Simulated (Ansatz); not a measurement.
[Cl···H···N], quartet: transfer scan

Starting geometry:

```yaml
atoms:
  - { symbol: Cl, position_ang: [0.0000, 0.0000, -1.4143] }
  - { symbol: H, position_ang: [0.0000, 0.0000, -0.1355] }
  - { symbol: N, position_ang: [0.0000, 0.0000, 1.5497] }
```

From there H2 is moved from one fragment to the other while all else, the fragments' distance too, stays fixed; atoms are numbered as listed. Energies are in kcal/mol, counted from the starting geometry at the same level.

Basis 6-31G; Ansatz 0.2.0. Correlated methods freeze the noble-gas cores. R marks a restricted (for open shells ROHF) determinant, U an unrestricted one.

Full CI is exact within this basis and frozen core; it isn't the basis-set limit. The frozen core follows each run's orbitals, which can shift R against U totals by a few meV.

```tsv
distance Cl1-H2 (Å)	UMP2
1.189	5.0
1.279	0.0
1.371	1.3
1.463	6.1
1.555	12.0
1.647	16.8
1.740	18.5
1.832	17.3
1.924	17.0
```

Question: Estimate the full CI curve in 6-31G from this one, knowing how UMP2 errs.

Answer: The computed full CI values, in kcal/mol from the starting point, and the error of UMP2 against them:
```json
{"distance Cl1-H2 (Å)": "1.189", "full CI": "5.5", "UMP2 less full CI": "-0.5"}
{"distance Cl1-H2 (Å)": "1.279", "full CI": "0.0", "UMP2 less full CI": "0.0"}
{"distance Cl1-H2 (Å)": "1.371", "full CI": "0.7", "UMP2 less full CI": "0.6"}
{"distance Cl1-H2 (Å)": "1.463", "full CI": "4.6", "UMP2 less full CI": "1.5"}
{"distance Cl1-H2 (Å)": "1.555", "full CI": "9.2", "UMP2 less full CI": "2.7"}
{"distance Cl1-H2 (Å)": "1.647", "full CI": "12.7", "UMP2 less full CI": "4.0"}
{"distance Cl1-H2 (Å)": "1.740", "full CI": "14.1", "UMP2 less full CI": "4.4"}
{"distance Cl1-H2 (Å)": "1.832", "full CI": "14.0", "UMP2 less full CI": "3.3"}
{"distance Cl1-H2 (Å)": "1.924", "full CI": "15.1", "UMP2 less full CI": "1.9"}
```

The error spans 4.9 kcal/mol and is largest, 4.4 kcal/mol, at 1.740 Å.
